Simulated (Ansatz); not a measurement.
CH4FSi (SMILES [CH2][SiH2]F): the energy, rung by rung

The species is CH4FSi (7 atoms), meant as a doublet with charge 0. As SMILES, `[CH2][SiH2]F`. Geometry: optimised at B3LYP/def2-SVP. This is one conformer, not always the lowest.

```xyz
7

C    -0.8777    0.2853   -0.6195
Si    0.5946   -0.1558    0.3964
F     0.6590   -1.7773    0.5579
H    -1.5466   -0.4694   -1.0488
H    -1.1475    1.3243   -0.8435
H     0.5159    0.4377    1.7626
H     1.8637    0.2873   -0.2507
```

Quantity: the dissociation energy of the Si2–C1 bond into doublet SiH2F and singlet CH2 (shapes relaxed at B3LYP/def2-SVP, no zero-point term), in eV. The values are calculated.

| level | kind | program | value (eV) | less CCSD(T)/def2-TZVP | CPU time (all runs) |
| --- | --- | --- | --- | --- | --- |
| UHF/def2-TZVP | Hartree–Fock | Ansatz | 4.61 | -0.33 | 2 s |
| UPBE/def2-TZVP | GGA | Ansatz | 5.16 | +0.22 | 4.9 s |
| UB3LYP/def2-TZVP | global hybrid | Ansatz | 4.96 | +0.02 | 5.5 s |
| UPBE0-D4/def2-TZVP | global hybrid | Ansatz | 5.28 | +0.34 | 5.8 s |
| U-wB97M-V/def2-TZVP | range-separated hybrid | Ansatz | 5.07 | +0.13 | 22 s |
| UB2PLYP/def2-TZVP | double hybrid | Ansatz | 5.04 | +0.10 | 8.8 s |
| UMP2/def2-TZVP | perturbation theory | Ansatz | 5.19 | +0.25 | 2.8 s |
| UCCSD(T)/def2-TZVP | coupled cluster or CI | Ansatz | 4.94 | 0.00 | 59 s |

Differences are taken from UCCSD(T)/def2-TZVP for orientation; it has basis-set and higher-order errors of its own. The values span 4.61 to 5.28 eV. Hartree–Fock misses the correlation of the electron pair that is broken and comes out low. A fragment with an even electron count was run as a singlet and may have a lower triplet. Measured bond enthalpies also hold zero-point and thermal terms, a few tenths of an eV less. Times are those of the runs behind each value, whatever else they computed, on shared processors of several kinds: orders of magnitude only.
